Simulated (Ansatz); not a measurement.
fcc Pd, treated with PBEsol in Ansatz (PAW).

Numerical settings: plane-wave cutoff 520 eV, 20×20×20 k mesh, Fermi–Dirac smearing 0.1 eV, perturbation theory, scalar-relativistic PAW data made under PBE.

The cell has the measured lattice parameters. Conventional cell: a = 3.8902 Å, b = 3.8902 Å, c = 3.8902 Å, α = 90.00°, β = 90.00°, γ = 90.00°.

Pd is taken in the cubic space group Fm-3m (No. 225), the fcc (Cu type) structure, Pearson symbol cF4. Lattice parameters: a = 3.890 Å, b = 3.890 Å, c = 3.890 Å, α = 90.00°, β = 90.00°, γ = 90.00°. Pd on 4a sees 12 Pd at 2.751 Å (cuboctahedral). (Neighbours: up to the widest gap in distance over summed covalent radii, below 1.35, at either atom.)
(The calculation used a cell of 1 atom; values per cell refer to that cell.)

Harmonic phonon frequencies (cm⁻¹; i marks an imaginary mode):

```csv
q point,frequencies
X,156 156 220
L,111 111 228
W,?
```

Task: What belongs in the gaps?

Result: 
- W, frequencies: 145 186 186

No imaginary mode appears at these points.

Note: the cell isn't this level's own, so it is under some stress, which shifts stiffness and frequencies.

Ansatz is a program for electronic structure.
